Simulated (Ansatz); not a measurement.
Results of PBEsol-D3(BJ) in Ansatz (plane waves, PAW) for bcc Fe.

Numerical settings: plane-wave cutoff 520 eV, 26×26×26 k mesh, Fermi–Dirac smearing 0.05 eV, spin-polarised with parallel moments, scalar-relativistic PAW data made under PBE.

Computed at the level's own relaxed cell.

**Question.** Predict the equilibrium volume per atom, bulk modulus B0, equilibrium lattice constant a and magnetic moment per atom (the cell's total over its atoms).

**Answer.** 
equilibrium volume per atom: 10.58 Å³/atom
bulk modulus B0: 235 GPa
equilibrium lattice constant a: 2.766 Å
magnetic moment per atom (the cell's total over its atoms): 2.06 μB

The run finds no gap.

Measured, for comparison: equilibrium volume per atom 11.61 Å³/atom, lattice constant a 2.853 Å (static lattice: zero-point anharmonic expansion removed; as tabulated in Mejia-Rodriguez and Trickey (2018), arXiv:1807.09216); bulk modulus 174 GPa (corrected for temperature and zero-point phonon effects, our sources range from 170 to 175; as tabulated in Levämäki et al. (2014), arXiv:1402.3671). Computed (rounded) less measured: equilibrium volume per atom -8.9 %, bulk modulus +35 % (+34 % to +38 % over the range), lattice constant a -3.0 %.

Moments are spin moments.

Cost on a shared machine: around 5 core-minutes (rough).

Ansatz is a quantum-chemistry and plane-wave program.
